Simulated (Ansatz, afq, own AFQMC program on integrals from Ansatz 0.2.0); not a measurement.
# Where AFQMC and coupled cluster stand for CH$_{6}$Ge, triplet

```xyz
8

Ge   -0.4825    0.0000    0.0000
H    -0.9939    1.4466    0.0000
H    -0.9939   -0.7233    1.2528
H    -0.9939   -0.7233   -1.2528
H     1.4585    0.0000    0.0000
C     2.5485    0.0000    0.0000
H     2.9630    0.0000    0.9962
H     2.9630    0.0000   -0.9962
```

Basis cc-pVDZ. Noble-gas cores (and the filled d shells of Ga–Kr and In–Xe) are frozen. Ansatz 0.2.0 and our own AFQMC program on the same integrals; the CISD trial comes from CCSD amplitudes, and released means the phaseless constraint is let go. Error bars are statistical, one sigma. No spin–orbit coupling.

Determinant: UHF, the one that the program's search chose, which needn't be the lowest solution. The geometry is a point of a scan.

No full CI on the walks' own integrals is used here; CCSDT(Q) serves as the reference and is uncertain by about the last step of the cluster series.

Cautions: no relativity below Rb; no spin-orbit coupling; inner d shell frozen; lower spins were not checked; the released energies move by 1.5 errors or more from one time to the next, so no released level is given (meV from the phaseless value at times in 1/Eh: -3 ± 3 at 0.24, -1 ± 3 at 0.51, -2.6 ± 2.1 at 0.99, -4 ± 3 at 1.62, 5 ± 3 at 2.40), though the last usable value meets CCSDT(Q) within the noise.

```
T1 diagnostic                               : 0.0107
weight of the determinant in the CISD state : 0.876
⟨S²⟩ of the determinant                     : 2.023
size of the correlated space                : 14 electrons in 56 orbitals
```

```tsv
level	correlation energy (eV)
MP2	-6.1403
CCSD	-7.4428
CCSD(T)	-7.5937
```

Question: Estimate where phaseless AFQMC with a CISD trial lies against CCSD(T) on the same integrals.

Answer: 0.81 ± 0.07 kcal/mol below CCSD(T).

Reference: CCSDT(Q), correlation energy -7.628 eV.

```csv
level,E − E(reference) (kcal/mol),share of correlation (%)
CCSD(T),0.80,99.55
CCSDT,0.13,99.92
ph-AFQMC/CISD,-0.02 ± 0.07,100.01
```

A walk keeps the symmetry of its determinant, which the program's search chose and which needn't be the lowest solution, so a lower state of the same spin and another symmetry isn't excluded.
